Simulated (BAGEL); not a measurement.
# B2H4Cl− (SMILES B[BH2-]Cl): HF/6-31G(d) (density fitting with qzvpp-jkfit, spherical functions)

What is the energy change on altering one bond length of B2H4Cl− at HF/6-31G* (density fitting with qzvpp-jkfit, spherical functions)? 

The calculation is run with BAGEL 1.2.2.

2 further runs of the same task are left out: 2 that didn't finish.

## 1. The system as given

B2H4Cl−: 7 atoms, total charge -1, spin state singlet. As SMILES, `B[BH2-]Cl`. The coordinates come from a GFN2-xTB relaxation.

Bond lengths: B1–B2 1.668 Å, B2–Cl3 1.942 Å, B1–H4 1.187 Å, B1–H5 1.193 Å, B2–H6 1.214 Å, B2–H7 1.214 Å. Angles: B1–B2–Cl3 113.1°, B1–B2–H6 113.6°, B1–B2–H7 113.5°, Cl3–B2–H6 103.6°, Cl3–B2–H7 103.7°, B2–B1–H4 127.5°, B2–B1–H5 119.9°, H6–B2–H7 108.4°, H4–B1–H5 112.6°.

## 2. The energy at HF/6-31G(d) (density fitting with qzvpp-jkfit, spherical functions)

job.json reads:

```json
{ "bagel" : [

{
  "title" : "molecule",
  "basis" : "6-31gs.json",
  "df_basis" : "qzvpp-jkfit",
  "angstrom" : true,
  "geometry" : [
    { "atom" : "B", "xyz" : [   -0.832540,   -0.102690,   -0.575030 ] },
    { "atom" : "B", "xyz" : [    0.541540,    0.210460,    0.317780 ] },
    { "atom" : "Cl", "xyz" : [    1.136380,   -1.313640,    1.363130 ] },
    { "atom" : "H", "xyz" : [   -1.443690,   -1.119080,   -0.629330 ] },
    { "atom" : "H", "xyz" : [   -1.303990,    0.752440,   -1.259920 ] },
    { "atom" : "H", "xyz" : [    0.393860,    1.085900,    1.146030 ] },
    { "atom" : "H", "xyz" : [    1.508450,    0.486610,   -0.362670 ] }
  ]
},
{
  "title" : "hf",
  "charge" : -1
},
{
  "title" : "print",
  "file" : "orbitals.molden",
  "orbitals" : true
}

]}
```

The basis set 6-31G* is read from a file made from the Basis Set Exchange's data (not shown).

Launch:

```console
BAGEL_NUM_THREADS=1 BAGEL job.json > job.out
```

Output:

```text
* using 1 threads per process

  ===============================================================
  ===============================================================

  *** Geometry ***

  { "atom" : "B", "xyz" : [     -1.573273,     -0.194056,     -1.086649 ] },
  { "atom" : "B", "xyz" : [      1.023362,      0.397712,      0.600517 ] },
  { "atom" : "Cl", "xyz" : [      2.147447,     -2.482420,      2.575942 ] },
  { "atom" : "H", "xyz" : [     -2.728179,     -2.114755,     -1.189261 ] },
  { "atom" : "H", "xyz" : [     -2.464184,      1.421906,     -2.380904 ] },
  { "atom" : "H", "xyz" : [      0.744288,      2.052054,      2.165683 ] },
  { "atom" : "H", "xyz" : [      2.850557,      0.919560,     -0.685347 ] },

  Number of auxiliary basis functions:      350

  Since a DF basis is specified, we compute 2- and 3-index integrals:
    o Being stored without compression. Storage requirement is 0.008 GB

  Number of basis functions:       54
  Number of electrons      :       31

    * METHOD: MOLECULE                             0.09

  *** RHF ***

  === Nuclear Repulsion ===
    72.3627513993

      * DIIS with orbital gradients will be used.

  === RHF iteration (6-31gs.json) ===
      0       -511.11135670          0.01433592           0.02
      1       -511.18211254          0.00420748           0.02
      2       -511.18827569          0.00129521           0.02
      3       -511.18889817          0.00020733           0.02
      4       -511.18891699          0.00005800           0.02
      5       -511.18891889          0.00001348           0.02
      6       -511.18891898          0.00000352           0.02
      7       -511.18891899          0.00000089           0.02
      8       -511.18891899          0.00000016           0.02
      9       -511.18891899          0.00000006           0.02
     10       -511.18891899          0.00000002           0.02
     11       -511.18891899          0.00000000           0.02
    * SCF iteration converged.

    * Permanent dipole moment:
           (    0.197053,     0.359823,     0.002733) a.u.

    * METHOD: HF                                   0.26

    * METHOD: PRINT                                0.01

  ===============================================================
```

It took 0.48 s on 1 thread of Arm Neoverse V2, shared host.

## 3. The distorted shape at the same level

hf.json reads:

```json
{ "bagel" : [

{
  "title" : "molecule",
  "basis" : "6-31gs.json",
  "df_basis" : "qzvpp-jkfit",
  "angstrom" : true,
  "geometry" : [
    { "atom" : "B", "xyz" : [   -0.266796,   -1.128854,    0.246844 ] },
    { "atom" : "B", "xyz" : [    1.107284,   -0.815704,    1.139654 ] },
    { "atom" : "Cl", "xyz" : [    1.702124,   -2.339804,    2.185004 ] },
    { "atom" : "H", "xyz" : [   -0.877946,   -2.145244,    0.192544 ] },
    { "atom" : "H", "xyz" : [   -1.303990,    0.752440,   -1.259920 ] },
    { "atom" : "H", "xyz" : [    0.959604,    0.059736,    1.967904 ] },
    { "atom" : "H", "xyz" : [    2.074194,   -0.539554,    0.459204 ] }
  ]
},
{ "title" : "hf", "charge" : -1 },
{ "title" : "print", "file" : "orbitals.molden", "orbitals" : true }

]}
```

The basis set 6-31G* is read from a file made from the Basis Set Exchange's data (not shown).

Launch:

```console
BAGEL_NUM_THREADS=1 BAGEL hf.json > hf.out
```

Output:

```text
* using 1 threads per process

  ===============================================================
  ===============================================================

  *** Geometry ***

  { "atom" : "B", "xyz" : [     -0.504171,     -2.133225,      0.466468 ] },
  { "atom" : "B", "xyz" : [      2.092464,     -1.541457,      2.153634 ] },
  { "atom" : "Cl", "xyz" : [      3.216548,     -4.421589,      4.129059 ] },
  { "atom" : "H", "xyz" : [     -1.659077,     -4.053924,      0.363855 ] },
  { "atom" : "H", "xyz" : [     -2.464184,      1.421906,     -2.380904 ] },
  { "atom" : "H", "xyz" : [      1.813389,      0.112885,      3.718800 ] },
  { "atom" : "H", "xyz" : [      3.919659,     -1.019609,      0.867770 ] },

  Number of auxiliary basis functions:      350

  Since a DF basis is specified, we compute 2- and 3-index integrals:
    o Being stored without compression. Storage requirement is 0.008 GB

  Number of basis functions:       54
  Number of electrons      :       31

    * METHOD: MOLECULE                             0.09

  *** RHF ***

  === Nuclear Repulsion ===
    70.0519955597

      * DIIS with orbital gradients will be used.

  === RHF iteration (6-31gs.json) ===
      0       -510.97187658          0.01258841           0.02
      1       -511.03250133          0.00407883           0.02
      2       -511.03876028          0.00141096           0.02
      3       -511.03963755          0.00027535           0.02
      4       -511.03967871          0.00008382           0.02
      5       -511.03968311          0.00002674           0.01
      6       -511.03968356          0.00001107           0.01
      7       -511.03968365          0.00000376           0.01
      8       -511.03968366          0.00000072           0.01
      9       -511.03968366          0.00000021           0.01
     10       -511.03968366          0.00000007           0.02
     11       -511.03968366          0.00000002           0.02
     12       -511.03968366          0.00000001           0.02
    * SCF iteration converged.

    * Permanent dipole moment:
           (   -0.854371,     1.886934,    -1.375292) a.u.

    * METHOD: HF                                   0.26

    * METHOD: PRINT                                0.01

  ===============================================================
```

Wall time 0.48 s (1 thread of Arm Neoverse V2, shared host).

## 4. What came out

Level: HF/6-31G* (density fitting with qzvpp-jkfit, spherical functions).

```
                                                              quantity          value
                                             first shape: total energy  -511.18892 Eh
                                              first shape: HOMO energy       -4.56 eV
                                              first shape: LUMO energy        7.84 eV
    first shape: HOMO–LUMO gap (to an unbound level, set by the basis)       12.40 eV
                                         distorted shape: total energy  -511.03968 Eh
                                          distorted shape: HOMO energy       -3.41 eV
                                          distorted shape: LUMO energy        6.18 eV
distorted shape: HOMO–LUMO gap (to an unbound level, set by the basis)        9.58 eV
     energy change with the B1–H5 bond stretched from 1.193 to 2.624 Å       4.061 eV
```

In words: With the B1–H5 bond stretched from 1.193 to 2.624 Å the energy rises by 4.06 eV (94 kcal/mol). The first shape isn't relaxed at this level, so the change isn't measured from a minimum.
